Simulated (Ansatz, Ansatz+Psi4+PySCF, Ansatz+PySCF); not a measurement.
```xyz
4

C     0.0000    0.0000    0.0000
H     0.0000    0.0000    1.1256
H     0.0000    0.9748   -0.5628
H     0.0000   -0.9748   -0.5628
```

Basis set: cc-pVTZ (spherical functions). Left uncorrelated: 1 orbital. Correlation on ROHF uses semicanonical orbitals with singles. Charge 0, multiplicity 2.

Computed with Ansatz (development build ahead of 0.2.0); each method stands on the lowest determinant of its kind that the runs found.

The atomization energy at this shape (free ground-state atoms in the same class of orbitals less the molecule, no zero-point energy) of doublet CH3:

```tsv
method	atomization energy
UHF-CCSD(T)	12.97 eV
ROHF-MP2	12.88 eV
```

(1) What does ROHF give?

## Answers

(1) 10.37 eV.
